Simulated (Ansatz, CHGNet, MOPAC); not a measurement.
# Lattice parameter c of 1T (CdI2-type) SnS2: levels of theory against measurement

Reference value: 5.893 Å (measured, room temperature, no zero-point or thermal correction; as tabulated in Lima et al. (2018), arXiv:1803.05430).

```tsv
level (code)	value (Å)
PM7 semi-empirical Hartree-Fock (MOPAC)	6.954
CHGNet 0.3.0	6.331
LDA (Ansatz)	5.700
PBE (Ansatz)	[?]
rVV10 (Ansatz)	5.836
```

**Question.** Fill in the missing entries.

**Answer.** 
- PBE (Ansatz, a program for electronic structure), value (Å): 6.983

Differences against the reference: PM7 semi-empirical Hartree-Fock (MOPAC) +18.0 %, CHGNet 0.3.0 +7.43 %, LDA -3.28 %, PBE +18.5 %, rVV10 -0.97 %.

Leaving aside PM7 semi-empirical Hartree-Fock (MOPAC) (doubt noted below): The reference is not for a static lattice or low temperature, so close values are not ranked against it. Off by more than 1.75 %, or 2.45 % on the side where a correction would as a rule narrow the miss (bounds picked here): PBE (+18.5 %), CHGNet 0.3.0 (+7.43 %), LDA (-3.28 %).

The reference isn't brought to a static lattice, while the calculations are for one, so the differences are not the levels' errors alone.  PM7 semi-empirical Hartree-Fock (MOPAC): the cell has another shape than the first-principles one, perhaps another minimum in the same group. PM7 semi-empirical Hartree-Fock (MOPAC): the cell moved over 20 % in volume from its start. PM7 semi-empirical Hartree-Fock (MOPAC): the method was fitted mainly to molecules. PM7 semi-empirical Hartree-Fock (MOPAC): the run uses a supercell at the zone centre in place of a k mesh. LDA: LDA has no dispersion term either, though it tends to give short spacings of layers, chains or molecules. PBE: for a layered or molecular solid the relaxed cell lies over 5 % above the published volume, where the minimum can be shallow. PBE: the cell comes from a level without a dispersion term, which matters for the spacing of layers, chains or molecules. Cutoffs differ between the levels. Ansatz's density-functional and Hartree–Fock values are scalar-relativistic unless marked +SOC, with PAW data made under PBE.

Machine-learned potentials (CHGNet 0.3.0) are trained on DFT data: a solid inside that data is no test of them.

Differences are worked out from the printed values.
